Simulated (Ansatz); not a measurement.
# The sulfur atom (triplet): wave-function methods side by side, def2-TZVPP

How much of the correlation energy of the sulfur atom (triplet) does each wave-function method recover here?

Method: def2-TZVPP, core rule «outside noble gas», up to 5 orbitals frozen; program: Ansatz 0.2.0, Gaussian basis.

To be run: UHF; CCSD(T) on ROHF; CCSD(T) on UHF; BCCD(T) on ROHF; CISD; CCSDT(Q) on ROHF; CCSDT(Q) on UHF; CASSCF and MRCISD+Q, 6 electrons in 4 orbitals; CASSCF and MRCISD+Q(relaxed), 6 electrons in 4 orbitals; CASSCF and NEVPT4(SD), 6 electrons in 4 orbitals; CASSCF and NEVPT2, 6 electrons in 4 orbitals.

**1. The atom**

A free atom, in its lowest state of this spin that the program finds.

1 atom, charge 0, spin multiplicity 3.

**2. UHF**

in.yaml reads:

```yaml
crystal:
  periodic: [false, false, false]
  atoms:
    - {symbol: S, position_ang: [0.000000, 0.000000, 0.000000]}
basis:
  gaussian: {orbitals: def2-TZVPP}
magnetization: {spin_polarized: true, initial_magnetization: 2}
hamiltonian: {xc: hf}
output: {orbitals: {seedname: orbitals}}
```

On the command line:

```
ansatz run in.yaml --threads 1 --pin off --events-out ev --progress --plain --max-ram 2393MiB
```

Further steps of the session: CCSD(T) on ROHF; CCSD(T) on UHF; BCCD(T) on ROHF; CISD; CCSDT(Q) on ROHF; CCSDT(Q) on UHF; CASSCF and MRCISD+Q, 6 electrons in 4 orbitals; CASSCF and MRCISD+Q(relaxed), 6 electrons in 4 orbitals; CASSCF and NEVPT4(SD), 6 electrons in 4 orbitals; CASSCF and NEVPT2, 6 electrons in 4 orbitals.

**Question.** What will the summary of the whole plan be? Wanted: UCCSDT(Q) below the RHF energy; RMP2 from UCCSDT(Q); UMP2 from UCCSDT(Q); RCCSD from UCCSDT(Q); RCCSD(T) from UCCSDT(Q); UCCSD(T) from UCCSDT(Q); RCCSDT(Q) from UCCSDT(Q); NEVPT2 valence from UCCSDT(Q); NEVPT4(SD) valence from UCCSDT(Q).

**Answer**, as computed:

| quantity | value |
| --- | --- |
| UCCSDT(Q) below the RHF energy | -4.1197 eV |
| RMP2 from UCCSDT(Q) | +758.2 meV |
| UMP2 from UCCSDT(Q) | +792.6 meV |
| RCCSD from UCCSDT(Q) | +162.5 meV |
| RCCSD(T) from UCCSDT(Q) | +28.1 meV |
| UCCSD(T) from UCCSDT(Q) | +25.0 meV |
| RCCSDT(Q) from UCCSDT(Q) | +3.2 meV |
| NEVPT2 valence from UCCSDT(Q) | +1010.2 meV |
| NEVPT4(SD) valence from UCCSDT(Q) | +127.3 meV |
| MRCISD+Q valence from UCCSDT(Q) | +26.7 meV |
| levels within 1 kcal/mol (43 meV) | RCCSD(T), UCCSD(T), BCCD(T), RCCSDT, UCCSDT, RCCSDT(Q), MRCISD+Q valence, MRCISD+Q(relaxed) valence |
| T1 diagnostic | 0.015 |
| effectively unpaired electrons | 2.00 |

What this shows: RCCSD(T) lands +28.1 meV from the yardstick (0.7 % of the correlation energy). One determinant dominates. Of the multireference levels listed MRCISD+Q valence comes nearest in total energy (+26.7 meV), which doesn't show that its space is the better one. These misses are within one basis, not against nature; the frozen cores of restricted and unrestricted runs differ, which can shift their rows.
